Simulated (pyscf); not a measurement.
H₃C–AlH₂ (SMILES [CH3][AlH2]) + H₂O (SMILES O) -> H₃C–AlH₂ (SMILES [CH3][AlH2]) + H₂O (SMILES O) (four-centre exchange; singlet surface; Al–H, H–O broken, Al–H, H–O formed). Optimised with ωB97X-D3(BJ)/def2-SVP in PySCF. Correlated levels are frozen-core, on RHF or UHF. ΔMP2 is the change of the MP2 total energy from the triple- to the quadruple-zeta basis. Energies in kJ/mol from the separated reactants.

```json
[
 {"level": "r²SCAN/def2-TZVP", "barrier": "298.6", "reaction energy": "0.0"},
 {"level": "B3LYP-D3(BJ)/def2-TZVP", "barrier": "?", "reaction energy": "0.0"},
 {"level": "M06-2X/def2-TZVP", "barrier": "344.1", "reaction energy": "0.0"},
 {"level": "HF/def2-TZVP", "barrier": "486.2", "reaction energy": "0.0"},
 {"level": "MP2/def2-QZVPP", "barrier": "342.1", "reaction energy": "0.0"},
 {"level": "CCSD/def2-TZVPP", "barrier": "359.4", "reaction energy": "0.0"},
 {"level": "CCSD(T)/def2-TZVPP + ΔMP2(QZVPP)", "barrier": "?", "reaction energy": "0.0"}
]
```

Question: What belongs in the gaps?

Answer: 
- B3LYP-D3(BJ)/def2-TZVP, barrier: 315.7
- CCSD(T)/def2-TZVPP + ΔMP2(QZVPP), barrier: 326.1

On the reactant side the descent ends in an adduct with a Al–O contact (not fully relaxed), 90.9 kJ/mol under the separated species and 454.6 kJ/mol under the saddle at ωB97X-D3(BJ)/def2-TZVP. On the product side the descent ends in an adduct with a Al–O contact (not fully relaxed), 88.2 kJ/mol under the separated species and 451.9 kJ/mol under the saddle at ωB97X-D3(BJ)/def2-TZVP. At ωB97X-D3(BJ) the barrier from the zero used here is 363.7 kJ/mol. The same reactants have a lower exit, to H₃C–AlH–OH + H₂ (barrier -27.4 kJ/mol at ωB97M-D3(BJ), against +346.4 kJ/mol here). This is the saddle that the search found; another between the same sides may lie lower. One closed-shell reference is unstable to symmetry breaking; treat the single-reference values with care. The CCSD(T) − MP2 part came from Ansatz, without density fitting, on the same reference.
